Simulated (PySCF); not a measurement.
## Mayer bond orders and bond lengths

Compound: C4H8NP.
Atom-mapped SMILES: `[CH3:1][PH:2][CH2:3][CH2:4][C:5]#[N:6]` (hydrogens: H7, H8, H9 on C1; H10 on P2; H11, H12 on C3; H13, H14 on C4)

Cartesian coordinates in Å at the GFN2-xTB level; atoms count from 1:
```xyz
14
C4H8NP angstrom
C      2.4307    0.2302   -0.1461
P      1.0457   -0.9829   -0.3151
C     -0.3362    0.1306    0.2690
C     -1.6978   -0.5325    0.0395
C     -2.7546    0.3144    0.5284
N     -3.5719    1.0094    0.9230
H      2.6676    0.3504    0.9103
H      3.3080   -0.1683   -0.6513
H      2.1720    1.1977   -0.5725
H      0.8190   -0.7470   -1.6805
H     -0.2897    1.0955   -0.2445
H     -0.1905    0.3091    1.3391
H     -1.8598   -0.7142   -1.0275
H     -1.7431   -1.4931    0.5613
```

Bond orders from the PBE0/pcSseg-1 density (PySCF). Isolated species at its GFN2-xTB geometry (one conformer only).

(1) How far do the computed orders between heavy atoms stray from the drawn ones?

(2) Give the Mayer order of every bond between heavy atoms, beside its length.

Results:

(1) The largest departure is 0.070, at C5–N6 (drawn triple, 3.070).

(2) 
```tsv
bond	drawn as	length (Å)	Mayer order
C1–P2	single	1.849	1.006
P2–C3	single	1.868	0.960
C3–C4	single	1.532	1.008
C4–C5	single	1.440	1.026
C5–N6	triple	1.143	3.070
```

Bonds between the same two heavy elements. C–P: lowest P2–C3 (0.960, 1.868 Å), highest C1–P2 (1.006, 1.849 Å). C–C: all 2 within 0.02 of one another (1.008 to 1.026).

Problem. And the bonds to hydrogen?

Solution. C–H: 0.92 to 0.96 (7 bonds); H–P: 0.94 (1 bond).

Problem. Sum the orders of all bonds at each heavy atom with more than one neighbour and set the sums beside the valence in the SMILES.

Solution. C1 3.871 (drawn 4), P2 2.903 (drawn 3), C3 3.841 (drawn 4), C4 3.874 (drawn 4), C5 4.096 (drawn 4). Orders between atoms that aren't bonded are not in these sums.

Mayer orders depend on the basis set.

The run behind these numbers computed NMR shieldings as well. Hardware: Arm Neoverse V1, one thread, shared host with 32 logical CPUs at a one-minute load of 17. Cost: 15 s wall, 0.70 GiB resident at most.
